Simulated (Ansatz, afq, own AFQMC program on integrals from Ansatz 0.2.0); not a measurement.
Two steps: Ansatz 0.2.0 writes the Fock matrix and Cholesky factors of the valence space, and afq projects on them the lowest state that overlaps trial and start.

```yaml
crystal:
  periodic: [false, false, false]
  atoms:
    - {symbol: C, position_ang: [0.000000, 0.000000, 0.598483]}
    - {symbol: C, position_ang: [0.000000, 0.000000, -0.598483]}
    - {symbol: H, position_ang: [0.000000, 0.000000, 1.663170]}
    - {symbol: H, position_ang: [0.000000, 0.000000, -1.663170]}
basis:
  gaussian: {orbitals: cc-pVDZ}
total_charge: 1
magnetization: {spin_polarized: true, initial_magnetization: 1}
correlation: {method: ccsd_t, electrons: outside_noble_gas, hamiltonian_folder: ham}
```

```sh
$ ansatz run in.yaml --threads 1 --pin off --events-out ev --progress --plain --max-ram 1843MiB
```

afq runs on the folder ham with

```
--method free --trial cisd --walkers 60 --time-step 0.03 --max-blocks 80 --target-error 0.00036 --factor-cut 1e-05 --seed 3463 --times 0,0.3,0.6,1.2,1.8,2.4,3.6,4.8,6 --taylor-order 8
```

Times are imaginary, in 1/Eh. The walk had a cap of 1011 s.

Log:

```
orbitals 36  electrons 5 4  factors 274 of 352
reference energy -76.46487098 Eh
CCSD correlation -0.22334004 Eh in 9 cycles, weight of the determinant in the CISD state 0.9058
repeat  energy at the last time / Eh  error
    10  -76.700145  0.003566
    20  -76.698954  0.002122
    30  -76.698067  0.001587
    40  -76.697667  0.001302
    50  -76.697465  0.001103
    60  -76.697193  0.000975
    70  -76.697492  0.000960
    80  -76.697547  0.000953
time / (1/Eh)  energy / Eh  error  mean overlap
  0.00  -76.688206  0.000151  1.1039
  0.30  -76.693486  0.000207  1.1026
  0.60  -76.695459  0.000251  1.0921
  1.20  -76.696146  0.000293  1.0996
  1.80  -76.696368  0.000325  1.1070
  2.40  -76.696721  0.000343  1.1132
  3.60  -76.696689  0.000470  1.1333
  4.80  -76.697155  0.000695  1.1433
  6.00  -76.697547  0.000953  1.1260
energy -76.697547 +/- 0.000953 Eh
```

The run passed its tests (error under three times the target), which doesn't prove that it has relaxed.

Against this walk (error 25.9 meV) on the same determinant: CCSD(T) 65.6 meV higher, CCSDT(Q) 29.1 meV higher (within the noise). The error is statistical, and a free projection of finite length keeps a remainder of its start.

Cautions: remainder of the start not in the error; error above the target (25.9 against 9.8 meV).

The walk took 4.6 min on 1 thread of Intel(R) Xeon(R) 6975P-C (Granite Rapids), on a shared host. The log's last line is the free-projection energy.

CCSDT and higher add their correlation energy to the determinant of the CCSD(T) run, since their own runs factorise the integrals more tightly (a shift of under 2 meV). A walk keeps the symmetry of its determinant, which the program's search chose and which needn't be the lowest solution, so a lower state of the same spin and another symmetry isn't excluded.
